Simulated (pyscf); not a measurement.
**Four-centre exchange: `[CH3][InH2]` + `[H][H]` -> `[CH3][InH2]` + `[H][H]`**

Gas phase, singlet surface, charge 0. Bonds broken: In2–H8, H6–H9. Bonds formed: In2–H6, H8–H9. Single points on ωB97X-D3(BJ)/def2-SVP structures (PySCF, gas phase).

Transition state (Å):

```xyz
9

C     -1.4786    -0.7819     0.0337
In     0.2021     0.5054    -0.2274
H     -1.2399    -1.7998    -0.3060
H     -2.3211    -0.3960    -0.5573
H     -1.7726    -0.8211     1.0923
H     -0.5503     2.3298    -0.4508
H      1.8179     0.7778     0.2128
H      0.0997     1.1452    -2.1047
H     -0.2852     1.9117    -1.4261
```

One imaginary mode, 1623i cm⁻¹; descent along it reached the two sides named.

```csv
bond,change,reactant side (Å),saddle,product side
In2–H8,breaks,1.734,1.986,2.7
H6–H9,breaks,0.764,1.094,2.9
In2–H6,forms,2.7,1.986,1.734
H8–H9,forms,2.9,1.094,0.763
```

Electronic energies relative to the separated reactants (eV):

```tsv
level	barrier	reaction energy	reverse barrier
ωB97X-D3(BJ)/def2-TZVP	1.34	0.00	1.34
PBE/def2-TZVP	1.07	0.00	1.07
r²SCAN/def2-TZVP	1.12	0.00	1.12
B3LYP-D3(BJ)/def2-TZVP	1.27	0.00	1.27
PBE0-D3(BJ)/def2-TZVP	1.16	0.00	1.16
M06-2X/def2-TZVP	1.34	0.00	1.34
ωB97M-D3(BJ)/def2-TZVP	1.35	0.00	1.35
HF/def2-TZVP	1.89	0.00	1.89
```

With ωB97M-D3(BJ)/def2-TZVP energies and thermal terms (ideal gas, 1 atm, RRHO with modes under 100 cm⁻¹ raised to 100, one conformer, R ln 2 for chiral ones without a mode under 150 cm⁻¹), in eV:

```
T (K)   ΔH‡   ΔG‡    ΔH    ΔG
-----  ----  ----  ----  ----
298    1.37  1.76  0.00  0.00
600    1.33  2.18  0.00  0.00
900    1.32  2.61  0.00  0.00
1200   1.33  3.03  0.00  0.00
```

At the saddle there is also a short H–In contact that neither side keeps. This is the saddle that the search found; another between the same sides may lie lower. Elements past Kr carry the def2 core potentials, without spin-orbit coupling.
